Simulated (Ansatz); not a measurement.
Al2, singlet in cc-pVDZ: errors against full CI

Geometry: that of the Al2, triplet, kept fixed. The triplet lies 0.5 eV lower here.

```xyz
2

Al    0.0000    0.0000    0.0000
Al    0.0000    0.0000    2.4788
```

Basis cc-pVDZ; Ansatz 0.2.0. Only valence electrons are correlated (noble-gas cores frozen), which leaves 6 electrons in 26 orbitals. Prefix R: restricted or restricted open-shell reference; prefix U: unrestricted. Active spaces: valence = (6e, 8o) chosen from the atoms' valence shells.

Full CI is exact within this basis and frozen core; it isn't the basis-set limit. The frozen core follows each run's orbitals, which can shift R against U totals by a few meV.

HF rows: UHF is the lowest solution found. Coupled cluster chose its determinant by a search with trial CCSD, here up to 0.18 eV above the lowest Hartree–Fock solution of its kind, and MP2 stands on that determinant too. The determinant fills πx and πy unequally, so it is a mixture of Σ and Δ, which weighs on every level built on one determinant.

The UHF ⟨S²⟩ is 1.240 and the ⟨S²⟩ of the determinant under UCCSD is 1.023. The T1 diagnostic (RCCSD) is 0.0259. The largest doubles amplitude (RCCSD) is 0.157.

```json
{"level": "UHF†", "E − E(full CI) (kJ/mol)": "266.1", "share of correlation (%)": "–", "wall time": "0.96 s"}
{"level": "RMP2", "E − E(full CI) (kJ/mol)": "118.6", "share of correlation (%)": "69.37", "wall time": "–"}
{"level": "UMP2†", "E − E(full CI) (kJ/mol)": "74.7", "share of correlation (%)": "–", "wall time": "–"}
{"level": "RCCSD", "E − E(full CI) (kJ/mol)": "37.3", "share of correlation (%)": "90.37", "wall time": "–"}
{"level": "UCCSD*†", "E − E(full CI) (kJ/mol)": "2.0", "share of correlation (%)": "–", "wall time": "–"}
{"level": "RCCSD(T)", "E − E(full CI) (kJ/mol)": "15.8", "share of correlation (%)": "95.93", "wall time": "1.9 s"}
{"level": "UCCSD(T)*†", "E − E(full CI) (kJ/mol)": "-20.1", "share of correlation (%)": "–", "wall time": "7 s"}
{"level": "BCCD(T)", "E − E(full CI) (kJ/mol)": "15.9", "share of correlation (%)": "95.91", "wall time": "1.8 s"}
{"level": "RCCSDT", "E − E(full CI) (kJ/mol)": "9.4", "share of correlation (%)": "97.57", "wall time": "–"}
{"level": "UCCSDT*†", "E − E(full CI) (kJ/mol)": "-36.1", "share of correlation (%)": "–", "wall time": "–"}
{"level": "RCCSDT(Q)", "E − E(full CI) (kJ/mol)": "3.5", "share of correlation (%)": "99.08", "wall time": "2.8 s"}
{"level": "UCCSDT(Q)*†", "E − E(full CI) (kJ/mol)": "-43.3", "share of correlation (%)": "–", "wall time": "13 s"}
{"level": "RCCSDTQ*", "E − E(full CI) (kJ/mol)": "0.4", "share of correlation (%)": "99.91", "wall time": "16 s"}
{"level": "CASSCF (valence space)", "E − E(full CI) (kJ/mol)": "172.1", "share of correlation (%)": "55.53", "wall time": "–"}
{"level": "NEVPT2 (valence space)", "E − E(full CI) (kJ/mol)": "43.4", "share of correlation (%)": "88.78", "wall time": "1.9 s"}
{"level": "MRCISD (valence space)", "E − E(full CI) (kJ/mol)": "8.1", "share of correlation (%)": "97.91", "wall time": "–"}
{"level": "MRCISD+Q (valence space)", "E − E(full CI) (kJ/mol)": "-3.5", "share of correlation (%)": "100.90", "wall time": "2.9 s"}
```

An asterisk marks runs whose energy the program itself flagged as in doubt. A dagger marks rows that describe another state than the reference (another or a broken symmetry, a higher spin or other natural occupations), so the difference holds a gap between states beside the method's error.

The correlation energy at full CI, counted from the determinant under the R cluster runs, is -4.012 eV. That run took 29 s on 1 thread of Arm Neoverse V2, shared host over 845,472 determinants.

Run but not shown, since their state, orbitals or frozen core can't be matched to the reference's or they repeat it: RHF, CISD, CISDTQ.

Times hold each run's SCF and search for its determinant on a shared host, so for small cases they say little of a method's own cost; they ran on 1 thread of Arm Neoverse V2. Some runs computed forces too.

Not variational, and here over 5 meV under the exact energy: MRCISD+Q (valence space).

Unrestricted levels hold only the spin's projection, and here they fall towards a lower state of higher spin.

The full-CI state has the irrep Ag of D2h, in the program's axes (one component, if the state is degenerate).

Natural occupations of full CI about the gap: 1.915 1.815 0.945 0.925 0.128 0.081 0.079 0.019 0.015 0.011; effectively unpaired electrons, Σ n²(2−n)², 2.23. No single determinant describes this state well, so single-reference rows can miss without a flag.
